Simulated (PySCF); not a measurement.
Gas-phase reaction: trisilylamine + 6 H ⇌ NH₃ + 3 SiH₄

Method: PySCF energies plus ideal-gas RRHO corrections (1 bar). † marks an energy on the PBE0/def2-TZVP geometry and frequencies; other levels use their own. MP2 and CCSD(T) freeze the core. 6-31G* has spherical d functions here. Open shells (unrestricted): H (multiplicity 2); the rest are closed-shell singlets. B3LYP is the form with VWN-RPA correlation. MP2 isn't extrapolated to the basis-set limit. CCSD(T) isn't extrapolated to the basis-set limit.

```csv
level,"ΔH°(298 K), kJ"
B3LYP/6-31G*,-1224
B3LYP/def2-TZVP†,-1222
CCSD(T)/def2-SVP†,___
M06-2X/def2-TZVP†,-1133
MP2/def2-TZVPP†,___
PBE/def2-TZVP†,-1150
PBE0/def2-SVP†,-1145
r2SCAN/def2-TZVP†,___
LDA/def2-TZVP†,-1235
ωB97X-V/def2-TZVP†,___
```

Question: Fill in the missing entries.

Answer: 
- CCSD(T)/def2-SVP†, ΔH°(298 K), kJ: -1150
- MP2/def2-TZVPP†, ΔH°(298 K), kJ: -1092
- r2SCAN/def2-TZVP†, ΔH°(298 K), kJ: -1154
- ωB97X-V/def2-TZVP†, ΔH°(298 K), kJ: -1164
